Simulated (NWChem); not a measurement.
System: Si2H6 anion, doublet; SMILES of the neutral closed-shell parent [SiH3][SiH3]

Input file for NWChem:

```
start job
memory heap 200 mb stack 700 mb global 900 mb
charge -1
geometry units angstroms
  Si    -1.127625    -0.063052    -0.194424
  Si     1.127628     0.063080     0.194395
  H     -2.315550    -0.710370    -0.956592
  H     -1.521532     1.350397    -0.534034
  H     -1.724276    -0.281099     1.171187
  H      1.521532    -1.350397     0.534034
  H      2.315751     0.711982     0.954908
  H      1.724276     0.281099    -1.171187
end
basis spherical
  * library def2-svpd
end
dft
  odft
  mult 2
  xc b3lyp
  iterations 150
end
driver
  maxiter 120
end
task dft optimize
task dft freq
```

This spin state was assumed; another may lie lower. The highest occupied level is positive, so the extra electron may be held by the finite basis.

The level has its own optimisation; frequencies are unscaled.

Question: Predict the main results of this run. (B3LYP/def2-SVPD, spin-unrestricted.) Quantities: r Si–Si (Å); highest harmonic frequency (cm⁻¹); lowest (cm⁻¹); zero-point energy (kcal/mol).

Answer: 
```yaml
r Si–Si (Å): 2.572
highest harmonic frequency (cm⁻¹): 2069
lowest (cm⁻¹): 167
zero-point energy (kcal/mol): 27.4
```
